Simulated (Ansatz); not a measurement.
Input for Ansatz (a quantum-chemistry and plane-wave program): R-revPBE/def2-TZVPPD on NH3 (SMILES N) with ghost functions. Files ending in .json are basis or fitting sets from the Basis Set Exchange.

Ansatz 0.2 input:
```yaml
crystal:
  periodic: [false, false, false]
  atoms:
    - {symbol: N, position_ang: [1.57522500, 0.00008500, -0.04260700]}
    - {symbol: H, position_ang: [2.13110800, 0.81394900, -0.28661400]}
    - {symbol: H, position_ang: [1.49645000, -0.00293600, 0.97025700]}
    - {symbol: H, position_ang: [2.13172100, -0.81189200, -0.29145300]}
basis:
  gaussian:
    orbitals: def2-TZVPPD.json
    ghost_atoms:
      - {symbol: N, position_ang: [-1.68824500, 0.00008300, 0.10484800]}
      - {symbol: H, position_ang: [-2.12640300, -0.81268000, -0.31731000]}
      - {symbol: H, position_ang: [-2.12744200, 0.81184200, -0.31815800]}
      - {symbol: H, position_ang: [-0.71429700, 0.00054300, -0.19240700]}
hamiltonian:
  xc: {name: revPBE}
scf: {lower_state_search: off}
```

The log:

```
WARN ansatz: RAYON_NUM_THREADS=2 ignored (pool sized by the plan → 2); use --threads N
Functional definition: revPBE
these checks for a lower state are left out or cut short: stability, starts, cluster_reference, orbital_swaps, neighbouring_geometries, increment
integrals: 0.04 GiB planned
689 factors; their error is unknown
mean field: 0.50 GiB planned
mean field evaluation 1: about -1531.5418 eV, gradient 6.5e1 eV
mean field evaluation 2: about -1503.5810 eV, gradient 1.1e2 eV
mean field evaluation 4: about -1539.3417 eV, gradient 2.0e0 eV
mean field evaluation 8: about -1539.3443 eV, gradient 2.9e-2 eV
mean field -1539.34431028 eV, -56.5698599977 hartree, gradient 8.0e-6 eV, S^2 0.000000; 0 other end points of the search recorded, 0 dependent functions left out
reference -1539.34435678 eV, -56.5698617067 hartree; 5, 5 occupied and 171, 171 virtual orbitals, 689 factors
Total energy: -1539.34435678 eV, -56.5698617067 hartree
Checks for a lower state left out: stability, starts, cluster_reference, orbital_swaps, neighbouring_geometries, increment
```

Self-consistency was reached.

Cost: about 1.3 core-seconds (a rough figure).
